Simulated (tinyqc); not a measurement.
The basis set: RHF and MP2 along a ladder of basis sets, for H2O, spin multiplicity 1. Computed by the program tinyqc with PySCF. 

Geometry (angstrom):
```
atom       x        y       z
O     0.0000   0.0000  0.0000
H     0.0000   0.7410  0.5700
H     0.0000  -0.7540  0.5800
```

Same geometry throughout; the dipole is taken about the origin.

RHF and frozen-core MP2 in a ladder of bases:
```
basis        functions  E(RHF) (hartree)  E(MP2 corr) (hartree)  HOMO (eV)  LUMO (eV)  dipole (debye)
sto-3g               7         -74.96003               -0.03421    -10.667     16.837           1.742
3-21g               13         -75.58425               -0.11958    -13.064      7.296           2.427
6-31g               13         -75.98375               -0.12644    -13.661      5.634           2.618
6-31g**             24         -76.02293               -0.19350    -13.538      5.952           2.164
cc-pvdz             24         -76.02688               -0.20059    -13.445      5.114           2.037
aug-cc-pvdz         41         -76.04166               -0.21808    -13.893      0.971           1.982
cc-pvtz             58         -76.05758               -0.26042    -13.757      3.911           2.008
```

From cc-pVDZ to cc-pVTZ the RHF energy falls by 30.7 mhartree and the correlation energy by 59.8. If valence correlation converges as X^-3, (27 E(T) - 8 E(D))/19 gives -0.2856 hartree, a rough estimate from such small X that usually falls short; STO-3G holds about 12 % of it. Beyond STO-3G the LUMO moves by 6.3 eV and the HOMO by 0.8 eV; diffuse functions lower the positive LUMO sharply, since an unbound virtual level tracks the most diffuse function.
